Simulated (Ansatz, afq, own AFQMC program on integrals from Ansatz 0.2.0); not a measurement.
**Where AFQMC and coupled cluster stand for CHN, singlet**

```csv
atom,x (Å),y (Å),z (Å)
N,0.4094,0.0000,0.3553
C,-0.5067,0.0000,-0.3326
H,0.3480,0.0000,-0.9742
```

Connectivity, by distances: N–CH.

Basis cc-pVDZ. Only valence electrons are correlated. Ansatz 0.2.0 and our own AFQMC program on the same integrals; the CISD trial comes from CCSD amplitudes, and released means the phaseless constraint is let go. Uncertainties: one standard error, sampling alone.

Determinant: RHF, the one that the program's search chose, which needn't be the lowest solution. The geometry is a point of a scan.

No full CI on the walks' own integrals is used here; CCSDT(Q) serves as the reference and is uncertain by about the last step of the cluster series.

Cautions: higher spins were not checked; raised T1 diagnostic (T1 0.025, weight of the determinant 0.88, largest double 0.09); the released energies move by 1.5 errors or more from one time to the next, so no released level is given (meV from the phaseless value at times in 1/Eh: -29 ± 14 at 0.24, -24 ± 12 at 0.51, -29 ± 14 at 0.99, -10 ± 14 at 1.62, -37 ± 16 at 2.40), though the last usable value meets CCSDT(Q) within the noise.

```
T1 diagnostic                               : 0.0249
weight of the determinant in the CISD state : 0.884
size of the correlated space                : 10 electrons in 31 orbitals
```

```tsv
level	correlation energy (eV)
MP2	-7.3967
CCSD	-7.8220
CCSD(T)	-8.1391
```

Question: Estimate where phaseless AFQMC with the Hartree–Fock trial lies against CCSD(T) on the same integrals.

Answer: 6.4 ± 69.0 meV above CCSD(T). The gap is under twice the noise, so this walk alone can't tell the two apart.

Reference: CCSDT(Q), correlation energy -8.182 eV.

```
        level  E − E(reference) (meV)  share of correlation (%)
      CCSD(T)                    42.5                     99.48
        CCSDT                    31.5                     99.61
  ph-AFQMC/HF             48.9 ± 69.0                     99.40
ph-AFQMC/CISD             34.8 ± 14.5                     99.57
```

A walk keeps the symmetry of its determinant, which the program's search chose and which needn't be the lowest solution, so a lower state of the same spin and another symmetry isn't excluded.
